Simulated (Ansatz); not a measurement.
# CH4NO+ (SMILES NC=[OH+]): one structure at several levels

A test off equilibrium: a structure displaced at random from a GFN2-xTB minimum is computed at several levels, and each is set against CCSD(T).

The runs use Ansatz 0.2.0, Gaussian basis; single points in def2-TZVPP.

Correlated methods freeze the cores.

**1. The system as given**

SMILES `NC=[OH+]`, 7 atoms, charge 1, spin multiplicity 1.

Atoms are counted from 1 here; the program's logs count them from 0.

Bond lengths: N1–C2 1.251 Å, N1–H4 1.049 Å, N1–H5 1.070 Å, C2–O3 1.370 Å, C2–H6 1.282 Å, O3–H7 1.174 Å. Angles: C2–N1–H4 128.4°, C2–N1–H5 115.8°, H4–N1–H5 115.8°, N1–C2–O3 112.6°, N1–C2–H6 130.9°, O3–C2–H6 116.2°, C2–O3–H7 119.7°.

As a file:

```xyz
7

N    -0.8478    0.3003   -0.4664
C     0.1678    0.2136    0.2582
O     0.8317   -0.9741    0.0960
H    -1.2111   -0.3923   -1.1657
H    -1.4161    1.2007   -0.3649
H     0.6191    0.9947    1.1694
H     1.8643   -1.1410    0.6285
```

**2. CCSD(T)/def2-TZVPP**

run/in.yaml

```yaml
crystal:
  periodic: [false, false, false]
  atoms:
    - {symbol: N, position_ang: [-0.847800, 0.300300, -0.466400]}
    - {symbol: C, position_ang: [0.167800, 0.213600, 0.258200]}
    - {symbol: O, position_ang: [0.831700, -0.974100, 0.096000]}
    - {symbol: H, position_ang: [-1.211100, -0.392300, -1.165700]}
    - {symbol: H, position_ang: [-1.416100, 1.200700, -0.364900]}
    - {symbol: H, position_ang: [0.619100, 0.994700, 1.169400]}
    - {symbol: H, position_ang: [1.864300, -1.141000, 0.628500]}
basis:
  gaussian: {orbitals: def2-TZVPP}
total_charge: 1
correlation: {method: ccsd_t}
output: {forces: true}
```

The command line of these runs was not kept.

**3. PBE0-D4/def2-TZVPP**

run/in.yaml: that of step 2 with these lines changed.

```diff
@@ -13,3 +13,3 @@
 total_charge: 1
-correlation: {method: ccsd_t}
-output: {forces: true}
+hamiltonian: {xc: pbe0, dispersion: d4}
+output: {forces: true, orbitals: {seedname: orbitals}}
```

**4. wB97M-V/def2-TZVPP**

run/in.yaml: that of step 3 with these lines changed.

```diff
@@ -13,3 +13,3 @@
 total_charge: 1
-hamiltonian: {xc: pbe0, dispersion: d4}
-output: {forces: true, orbitals: {seedname: orbitals}}
+hamiltonian: {xc: {name: wB97M-V}}
+output: {forces: true}
```

**5. r2SCAN-D4/def2-TZVPP**

run/in.yaml: that of step 4 with these lines changed.

```diff
@@ -13,3 +13,3 @@
 total_charge: 1
-hamiltonian: {xc: {name: wB97M-V}}
+hamiltonian: {xc: r2scan, dispersion: d4}
 output: {forces: true}
```

**6. PBE-D4/def2-TZVPP**

run/in.yaml: that of step 5 with these lines changed.

```diff
@@ -13,3 +13,3 @@
 total_charge: 1
-hamiltonian: {xc: r2scan, dispersion: d4}
+hamiltonian: {xc: pbe, dispersion: d4}
 output: {forces: true}
```

**7. BHLYP-D4/def2-TZVPP**

run/in.yaml: that of step 6 with these lines changed.

```diff
@@ -13,3 +13,3 @@
 total_charge: 1
-hamiltonian: {xc: pbe, dispersion: d4}
+hamiltonian: {xc: {name: BHLYP}, dispersion: d4}
 output: {forces: true}
```

**8. SPW92/def2-TZVPP**

run/in.yaml: that of step 7 with these lines changed.

```diff
@@ -13,3 +13,3 @@
 total_charge: 1
-hamiltonian: {xc: {name: BHLYP}, dispersion: d4}
+hamiltonian: {xc: lda}
 output: {forces: true}
```

(Steps that only read results are left out.)

Before running it: what results should come out? Wanted: energy less free atoms, CCSD(T)/def2-TZVPP; RMS force component; RMS force error; HOMO and LUMO, PBE0-D4; T1 diagnostic.

The runs gave:

| quantity | value |
| --- | --- |
| energy less free atoms, CCSD(T)/def2-TZVPP | -17.585 eV |
| RMS force component | 2.406 to 2.719 eV/Å over the methods |
| RMS force error | PBE0-D4 0.232, wB97M-V 0.169, r2SCAN-D4 0.126, PBE-D4 0.188, BHLYP-D4 0.415, SPW92 0.428 eV/Å |
| HOMO and LUMO, PBE0-D4 | -15.40 and -6.96 eV |
| T1 diagnostic | 0.016 |

Against CCSD(T) the functionals' energies less atoms differ by -5.808 to +0.434 eV, PBE-D4 by -2.010 eV. CCSD(T) in triple zeta still lacks some correlation energy of the bonds, so part of these gaps is its own basis error and they don't rank the functionals. For forces r2SCAN-D4 does best and SPW92 worst. Frozen-core CCSD(T) forces in triple zeta carry basis errors of their own, and this is one geometry, so small gaps rank nothing.
